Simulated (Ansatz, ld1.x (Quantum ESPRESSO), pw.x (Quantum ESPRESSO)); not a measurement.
hafnium (Hf): one change to the ultrasoft potential, in the atom and in the bcc crystal

- Element: Hf
- Generator: ld1.x (Quantum ESPRESSO) 7.5
- Type: ultrasoft
- Functional: LDA (PW92)
- Relativity: scalar-relativistic
- Frozen core: [Kr] 4d10 4f14 5s2
- Valence charge: 10
- Reference configuration: 5p6 5d2 6s1 6p0 (charge +1)
- Partial waves: 6s (bound): rcut 2.60, rcutus 2.85 bohr; 6s channel at 4.5 Ry: rcut 2.60, rcutus 2.85 bohr; 5p (bound): rcut 1.95, rcutus 2.35 bohr; 6p (bound, empty): rcut 1.95, rcutus 2.35 bohr; 5d (bound): rcut 2.25, rcutus 2.95 bohr; 5d channel at 0.2 Ry: rcut 2.25, rcutus 2.95 bohr; 5f channel at -0.1 Ry: rcut 2.15, rcutus 2.85 bohr
- Local potential: all-electron potential smoothed inside 2.45 bohr (lloc = -2)
- Core correction: none
- Augmentation charge: PSQ, inside the norm-conserving radii

Change: all radii scaled by about 1.39 (s 3.96, p 3.26, d 4.10, f 3.96 bohr, rcut 3.60/2.70/3.12/2.98); local potential all-electron potential smoothed inside 3.40 bohr (lloc = -2).

Cutoffs, loose and tight: the cutoffs (Ry, on a coarse ladder) from which the occupation-weighted sum of valence levels, in a spherical-Bessel basis at the reference potential, stays within 10 and 1 mRy of its value at 400 Ry. They do not see the model core or the augmentation charge, which bear on the density cutoff. Test errors are all-electron minus pseudo excitation energies from the reference, over the configurations 5p6 5d2 6s2 6p0; 5p6 5d2 6s0 6p0; 5p6 5d1 6s0 6p0; 5p6 5d2 6s0 6p2; 5p6 5d1 6s2 6p1; 5p6 5d0 6s0 6p0; 5p6 5d2 6s0 6p1 (two spin-polarised tests are not counted in the largest error); variants that change the core or the reference have their own tests.

Crystal test: bcc Hf in pw.x 7.5, no spin, 13³ k-points, Fermi–Dirac smearing 0.01 Ry, cutoffs set for each file from its atomic test. The reference is all-electron LAPW (Ansatz 0.2.0) with the same functional, mesh and smearing; V0 and B0 come from Birch–Murnaghan fits to the pressures at five volumes. Errors are pseudo minus all-electron; Δ is the rms difference of the E(V) curves that follow from these fits, minima aligned, over ±6 % about the mean V0. Mesh and smearing are coarse, so the numbers serve the comparison and aren't converged zero-temperature values; the lattice is a test structure that the element need not adopt.

All-electron: a0 = 3.449 Å (V0 = 20.51 Å³/atom), B0 = 110.4 GPa.

Problem. Does the change bring the crystal closer to the all-electron result?

Solution. The mean pressure error goes from -2.28 to -8.68 GPa, so the change moves the solid further from the all-electron pressures.

| quantity | base | changed |
| --- | --- | --- |
| outcome (atom) | generated | generated |
| cutoff, loose (atom) | 15 Ry | 8 Ry |
| cutoff, tight (atom) | 25 Ry | 12 Ry |
| bound ghosts (atom) | none | none |
| largest test error (meV) (atom) | +20 | test run stopped at test 4 of 9 (negative rho), 2 before it not solved |
| cutoffs in pw.x (Ry) | 40/320 | 40/320 |
| a0 (Å) | 3.424 | – |
| a0 error (%) | -0.72 | – |
| B0 error (%) | -1.4 | – |
| Δ (meV/atom) | 10.6 | – |
| mean pressure error (GPa) | -2.28 | -8.68 |

A dash: not determined, or the minimum lies outside the volumes sampled.

Base: The largest radius (2.95 bohr) exceeds half the bond length (2.82 bohr), so the spheres overlap, which is one possible source of error among others. This is a poor potential for the solid. Changed file: The largest radius (4.10 bohr) exceeds half the bond length (2.82 bohr), so the spheres overlap, which is one possible source of error among others. This is a poor potential for the solid. Atomic configuration tests: test run stopped at test 4 of 9 (negative rho), 2 before it not solved. The logarithmic derivative shows an extra or strongly shifted pseudo pole above the reference energy (s near 1.08 Ry). The atomic cutoffs weigh occupied waves only.
